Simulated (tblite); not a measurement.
Species: C₅H₁₂N (doublet state).
Z-matrix (Å and degrees, GFN2-xTB geometry), rows numbered from 1:
```
C 
C   1  1.4757
N   2  1.4578  1  114.46
C   2  1.5625  1  111.55  3   125.56
C   4  1.5238  2  109.88  1   173.21
C   4  1.5262  2  111.62  1   -63.32
H   1  1.0737  2  121.05  3   -15.87
H   1  1.0725  2  120.39  3   166.41
H   2  1.1029  1  108.88  3  -118.90
H   3  1.0147  2  109.86  1    58.59
H   3  1.0145  2  109.56  1   -59.08
H   4  1.0950  2  106.64  1    54.80
H   5  1.0873  4  110.71  2   -63.75
H   5  1.0877  4  110.33  2   176.01
H   5  1.0862  4  109.58  2    55.83
H   6  1.0880  4  109.92  2   172.04
H   6  1.0884  4  110.47  2    52.39
H   6  1.0872  4  110.76  2   -68.61
```

The geometry is computed with GFN2-xTB (gas phase). This method treats the open shell by occupation alone, without spin polarisation.

Masses are those of the commonest isotopes; rigid-rotor values at the optimised geometry. The values belong to one conformer with, in the numbering `[CH2:1][C@@H:2]([NH2:3])[CH:4]([CH3:5])[CH3:6]`, H–C1–C2–N3 -16° and 166°, C1–C2–N3–H 59° and -59°, C1–C2–C4–C5 173°.

(1) What are A, B and C (MHz)?

(2) What kind of rotor is it?

(3) Is it planar, by Δ = Ic − Ia − Ib?

(4) Give the coordinates in the principal-axis frame, origin at the centre of mass.

(5) Estimate the classical rotational partition function at 25 K, 50 K and 100 K.

## Answers

(1) Ia = 113.41, Ib = 180.24, Ic = 213.20 u·Å²; 505379 MHz·u·Å²/I gives A = 4456, B = 2804, C = 2370 MHz.

(2) An asymmetric top. Ray's parameter κ = (2B − A − C)/(A − C) = -0.584; −1 is the prolate and +1 the oblate limit.

(3) Not planar: Δ = Ic − Ia − Ib = -80.45 u·Å². For a rigid frame Δ = −2 Σ m c², so Σ m c² = 40.23 u·Å² lies off the ab plane: 15.06 from hydrogen and 25.17 from heavier atoms. The atom farthest from that plane is 1.70 Å away.

(4) The sense of each axis is arbitrary; atoms in the order of the calculation.
```tsv
atom	mass (u)	a (Å)	b (Å)	c (Å)
C1	12.000	-1.776	0.743	0.513
C2	12.000	-0.736	-0.296	0.380
N3	14.003	-0.883	-1.151	-0.792
C4	12.000	0.699	0.321	0.410
C5	12.000	1.741	-0.790	0.440
C6	12.000	0.934	1.257	-0.773
H7	1.008	-2.406	1.004	-0.316
H8	1.008	-1.893	1.279	1.434
H9	1.008	-0.781	-0.961	1.258
H10	1.008	-0.867	-0.587	-1.635
H11	1.008	-1.782	-1.620	-0.759
H12	1.008	0.768	0.908	1.332
H13	1.008	1.654	-1.374	1.353
H14	1.008	2.743	-0.370	0.390
H15	1.008	1.590	-1.453	-0.407
H16	1.008	1.881	1.777	-0.651
H17	1.008	0.139	1.997	-0.836
H18	1.008	0.974	0.697	-1.704
```

(5) Point group C1, symmetry number σ = 1; q = (√π/σ)·√((kT/h)³/(ABC)), k/h = 20836.6 MHz/K: 3870 at 25 K, 11000 at 50 K, 31000 at 100 K.

For this open shell read J as N, the rotation without spin; fine and hyperfine splittings come on top. Its GFN2-xTB frequencies are all real (lowest 82 cm⁻¹). These are rigid-rotor constants of the computed structure; measured ground-state constants (B0) also hold zero-point vibration.

On AMD EPYC, one thread, on a shared host, this took 1.0 s of wall time. That covers the optimisation of the geometry.
